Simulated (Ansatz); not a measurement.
Results of PBE in Ansatz (PAW) for hcp Zr.

Run with plane-wave cutoff 520 eV, 24×24×12 k mesh (along the axes of the cell as run), Fermi–Dirac smearing 0.035 eV (set by the program), scalar-relativistic PAW data made under PBE.

Cell (measured lattice):

Space group P6₃/mmc (No. 194); a = b = 3.2322 Å, c = 5.1479 Å, α = β = 90.00°, γ = 120.00°

| atom | site | symmetry | x | y | z |
|---|---|---|---|---|---|
| Zr | 2c | -6m2 | 0.3333 | 0.6667 | 0.2500 |

Task: Give the computed Poisson ratio, elastic constant C12, Voigt–Reuss–Hill bulk modulus, elastic constant C33, elastic constant C11, elastic constant C13, elastic constant C44 and elastic constant C66.

Result: 
- Poisson ratio = 0.338
- elastic constant C12 = 66.9 GPa
- Voigt–Reuss–Hill bulk modulus = 95.1 GPa
- elastic constant C33 = 166 GPa
- elastic constant C11 = 144 GPa
- elastic constant C13 = 67.2 GPa
- elastic constant C44 = 26.8 GPa
- elastic constant C66 = 38.7 GPa

Measured, for comparison: elastic constant C12 67.2 GPa, elastic constant C33 172 GPa, elastic constant C11 155 GPa, elastic constant C13 64.6 GPa, elastic constant C44 36.3 GPa (4 K, zero-point motion not removed; as tabulated in Clouet (2012), arXiv:1210.1082). Computed (rounded) less measured: elastic constant C12 -0.4 %, elastic constant C33 -3 %, elastic constant C11 -7 %, elastic constant C13 +4 %, elastic constant C44 -26 %.

Note: the cell isn't this level's own, so it is under some stress, which shifts stiffness and frequencies.

Elastic constants are with the ions relaxed.

The computed numbers hold no vibrational or temperature effects.

Ansatz is an electronic-structure program.
